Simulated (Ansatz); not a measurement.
# Ansatz input wanted

[BH3]− has 4 atoms, charge -1, and is taken as a doublet. SMILES: `[BH3-]`. The coordinates come from a GFN2-xTB relaxation.

```xyz
4

B     0.1504   -0.0373   -0.2338
H     0.9171    0.4526    0.6285
H    -0.2792   -1.1611    0.1184
H    -0.7883    0.7459   -0.5131
```

Settings wanted:

```json
{"basis set": "3-21G", "core potential": "none", "task": "energy", "method": "DFT", "functional": "SVWN5", "reference": "UKS", "accuracy": "high", "d and f functions": "spherical"}
```

Q: Give an Ansatz 0.2.0 job that does this.

A: This one ran through:

input.yaml:
```yaml
crystal:
  periodic: [false, false, false]
  atoms:
    - symbol: B
      position_ang: [0.150430, -0.037330, -0.233800]
    - symbol: H
      position_ang: [0.917080, 0.452560, 0.628490]
    - symbol: H
      position_ang: [-0.279230, -1.161080, 0.118390]
    - symbol: H
      position_ang: [-0.788270, 0.745860, -0.513080]
basis:
  gaussian:
    orbitals: 3-21G.json
hamiltonian:
  xc: {name: SVWN5}
accuracy: high
total_charge: -1
magnetization:
  spin_polarized: true
  initial_magnetization: 1
```

```bash
$ ansatz run input.yaml --threads 1 --pin off --max-ram 2610MiB --events-out events.jsonl --progress --plain --runs-dir runs
```

(Basis files named in the input come from the Basis Set Exchange and aren't shown.)

Calculated total energy: -26.08782 Eh. Without diffuse functions such a state is poorly described.
